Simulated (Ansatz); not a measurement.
Predict the output of the script below (Ansatz 0.2.0, Python API).

`c3h5fo.py`:
```python
"""One geometry of C3H5FO, method by method."""

from pathlib import Path

import ansatz as az
import numpy as np

BASIS_SET = "def2-SVP"

geometry_ang = [
    ("O", [-1.3193, 0.6822, 0.7619]),
    ("C", [-0.0491, 0.2614, 0.506]),
    ("F", [0.8591, 0.5273, 1.4743]),
    ("C", [0.1672, -1.0088, -0.2448]),
    ("C", [0.4294, 0.2788, -0.926]),
    ("H", [-1.3887, 1.1892, 1.6116]),
    ("H", [0.9356, -1.6703, 0.0447]),
    ("H", [-0.7749, -1.5114, -0.549]),
    ("H", [-0.2486, 0.6792, -1.6197]),
    ("H", [1.4724, 0.5211, -1.0561]),
]
molecule = az.Crystal.molecule()
for symbol, xyz in geometry_ang:
    molecule = molecule.atom(symbol, xyz)

base = molecule.calculation().basis(gaussian=BASIS_SET)

print("functional    E (Ha)        dipole (D)   HOMO (eV)  LUMO (eV)")
for name in ["r2scan0", "r2scan", "revpbe", "b3lyp"]:
    rep = base.functional(name).forces().orbitals().run(threads=1, runs_dir="runs").report
    lines = Path(rep["orbitals_path"]).read_text().splitlines()
    field_of = lambda key: [line.split("=")[1].strip() for line in lines if line.startswith(key)]
    orbitals = [(27.211386 * float(e), s, float(n)) for e, s, n in zip(field_of("Ene="), field_of("Spin="), field_of("Occup="))]
    homo = max(e for e, _, n in orbitals if n > 0.5)
    lumo = min(e for e, _, n in orbitals if n < 0.5)
    dipole = 4.803205 * np.linalg.norm(rep["charge_distribution"]["dipole_moment_e_ang"])
    print(f"{name:10s} {rep['free_energy_ev'] / 27.211386246:14.6f} {dipole:9.3f} {homo:11.3f} {lumo:10.3f}")
```

```console
$ python c3h5fo.py
functional    E (Ha)        dipole (D)   HOMO (eV)  LUMO (eV)
r2scan0       -291.936869     0.364      -7.003      2.293
r2scan        -291.969653     0.432      -5.578      1.510
revpbe        -292.031369     0.492      -5.193      0.757
b3lyp         -292.121011     0.401      -6.515      1.335
```

Notes:
- Total energies depend on the basis set; only differences at equal settings carry meaning.
- The geometry is a force-field or estimated start, not a minimum of this method, and the basis set is short of its limit. A lower total doesn't mark the better method: functionals have no common bound, and MP2 and coupled cluster aren't variational.
- b3lyp holds the VWN-RPA fit, as in Gaussian; the form of ORCA and Turbomole is b3lyp5.
- Levels such as HOMO and LUMO are orbital energies: with these approximate functionals they aren't the ionisation energy and electron affinity, and their gap isn't the fundamental gap.
- Hardware and time: 18 s on 1 thread of Arm Neoverse V1, on a shared host, peak memory 0.26 GiB.
